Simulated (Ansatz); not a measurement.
The input, for Ansatz 0.2.0:

```yaml
crystal:
  periodic: [false, false, false]
  atoms:
    - {symbol: Ge, position_ang: [0.000056, -0.391153, 2.528569]}
    - {symbol: B, position_ang: [-0.000225, -0.315823, 0.552398]}
    - {symbol: Ge, position_ang: [0.000052, -0.441487, -1.487463]}
    - {symbol: H, position_ang: [0.000117, 1.148462, -1.593503]}
basis:
  gaussian: {orbitals: cc-pVDZ}
magnetization: {spin_polarized: false, initial_magnetization: 4}
correlation: {method: mp2, electrons: outside_noble_gas}
scf: {lower_state_search: light}
output: {forces: true}
```

```sh
$ ansatz run in.yaml --threads 1 --pin off --events-out ev --progress --plain --max-ram 2393MiB
```

The program prints:

```
833 factors; integrals over basis functions are off by at most 1.1e-3 eV
mean field evaluation 1: about -113627.7789 eV, gradient 8.2e0 eV
mean field evaluation 2: about -113627.7945 eV, gradient 8.2e0 eV
mean field evaluation 4: about -113628.5354 eV, gradient 2.0e0 eV
mean field evaluation 8: about -113628.5099 eV, gradient 1.3e0 eV
mean field evaluation 16: about -113628.9677 eV, gradient 6.5e-6 eV
mean field evaluation 32: about -113628.7367 eV, gradient 1.5e0 eV
mean field -113628.96768263 eV, -4175.7875418561 hartree, gradient 6.5e-6 eV, S^2 6.000000; 6 other end points of the search recorded, 0 dependent functions left out
mean field evaluation 64: about -113629.1315 eV, gradient 2.1e-4 eV
29 core orbitals not correlated: weight in the atoms' cores, before any rotation towards them, 1.000 or more for the frozen orbitals, at most 0.000 for the correlated occupied ones
reference -113628.96768263 eV, -4175.7875418561 hartree; 8, 4 occupied and 36, 40 virtual orbitals, 833 factors
second order -5.04048019 eV of doubles, -0.08261845 eV of singles
the calculation of the forces begins
mean field evaluation 96: about -113628.9469 eV, gradient 8.3e-2 eV
Total energy: -113634.09078128 eV, -4175.9758122587 hartree
Atom 0 at     0.000056    -0.391153     2.528569 Å, force    -0.000140     0.093023     0.263806 eV/Å
Atom 1 at    -0.000225    -0.315823     0.552398 Å, force     0.000205    -0.739972     0.394521 eV/Å
Atom 2 at     0.000052    -0.441487    -1.487463 Å, force    -0.000169     0.975462     0.073694 eV/Å
Atom 3 at     0.000117     1.148462    -1.593503 Å, force     0.000104    -0.328513    -0.732022 eV/Å
Dipole moment:     0.000027    -0.084442    -0.189755 e Å
```

Forces (eV/Å):
```
Ge   0.000  0.093  0.264
B    0.000 -0.740  0.395
Ge   0.000  0.975  0.074
H    0.000 -0.329 -0.732
```

Ran on 1 thread of Arm Neoverse V2, shared host: 14 s wall, 0.23 GiB peak host memory.
